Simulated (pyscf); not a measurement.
Elementary routes open to HS–GaH₂ (SMILES [SH][GaH2]) in the gas phase (singlet surface):
A. HS–Ga (SMILES [SH][Ga]) [singlet] + H₂ (SMILES [H][H]) (Ga–H, Ga–H broken; H–H formed)
B. S=GaH (SMILES [S]=[GaH]) + H₂ (SMILES [H][H]) (H–S, Ga–H broken; H–H formed)

PySCF, gas phase, ωB97X-D3(BJ)/def2-SVP geometries.

Problem. Rank the routes by free-energy barrier at 1200 K, lowest first, for ωB97M-D3(BJ)/def2-TZVP energies (ideal gas, 1 atm, RRHO with modes under 100 cm⁻¹ raised to 100, one conformer, R ln 2 for chiral ones without a mode under 150 cm⁻¹).

Solution. B (52.9 kcal/mol), A (66.5 kcal/mol)

Route B is the fastest of these, ahead of the next by 13.6 kcal/mol. The most stable products are those of A (ΔG = -25.8 kcal/mol), whose barrier is 13.6 kcal/mol higher: the kinetic and the thermodynamic product differ. At 298 K B is still the fastest. Only these routes are compared; each barrier is that of the saddle found, and lower ones may exist. Elements up to Kr have no core potential and no relativistic terms here.
